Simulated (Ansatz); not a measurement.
Saddle point of CH$_{7}$BO, singlet (BH₃O ([BH2][OH]) + CH₄ → CH₅B ([BH2][CH3]) + H₂O (still joined by a long B–O bond); bonds formed: B1–C6, O2–H5; bonds broken: H5–C6; bonds weakened to dative contacts: B1–O2), PBE0-D4/def2-TZVP structure:

```
10
angstrom
B 0.1408 0.3012 -0.7511
O -1.4253 0.1029 -0.7387
H 0.6897 -0.5257 -1.4271
H 0.4161 1.4543 -0.9138
H -0.7376 -0.1245 0.2734
C 0.4732 -0.0879 0.9446
H -1.6475 -0.7199 -1.1827
H 0.4134 -1.1194 1.3032
H 0.1460 0.6025 1.7255
H 1.5313 0.1164 0.7666
```

Energies are electronic, without zero-point energy. Barriers and step energies count from the start structure reached by relaxing down the imaginary mode; all methods use the PBE0-D4 structures, on which another method's saddle can fall below an end. Ansatz 0.2.0; basis: def2-TZVPP, with def2-QZVPP for the basis limit; cores frozen in the correlated methods. B3LYP uses VWN-RPA correlation. Extrapolation: Hartree–Fock as exp(−7.88 √X), correlation as X^−2.97.

```
      method  barrier (kJ/mol)  step energy (kJ/mol)
       SPW92             137.0                  63.4
      PBE-D4             182.7                  93.6
     BLYP-D4             218.6                 114.4
   r2SCAN-D4                 ?                  98.1
      B97M-V             221.1                 103.6
     PBE0-D4                 ?                  92.6
    B3LYP-D4             226.1                 111.7
  r2SCAN0-D4             206.7                  96.4
    BHLYP-D4             245.0                 112.6
CAM-B3LYP-D4             224.3                 107.5
     wB97X-V             216.7                 101.4
     wB97M-V             215.0                  99.6
      B2PLYP             228.0                 111.4
    PBE-QIDH             207.8                  94.3
  RPA on PBE             225.9                 107.0
          HF             307.4                 139.3
         MP2                 ?                 100.2
        CCSD             234.7                 105.9
     CCSD(T)             222.7                 102.2
```

Problem. Fill in the withheld barriers. (To be estimated.)

Solution. By the calculation: PBE0-D4 196.4; MP2 212.7; r2SCAN-D4 198.5 kJ/mol. Each is the energy of the saddle less that of the start structure, by the same method.

For comparison, the barrier by CCSD(T) at an estimated basis limit (MP2 extrapolated from triple and quadruple zeta, plus CCSD(T) − MP2 in triple zeta) is 221.9 kJ/mol.

T1 diagnostic: at most 0.013.

Labels in which every atom is bracketed show which atoms are joined, not bond orders.

For scale, one of the runs: CCSD(T)/def2-TZVPP, 191 basis functions, launched by `ansatz run in.yaml --threads 2 --pin off --events-out ev --progress --plain --max-ram 4352MiB`. Hardware: 2 CPU threads of an Arm Neoverse N1, shared host. Wall time 79 s; peak host memory 2.2 GiB.
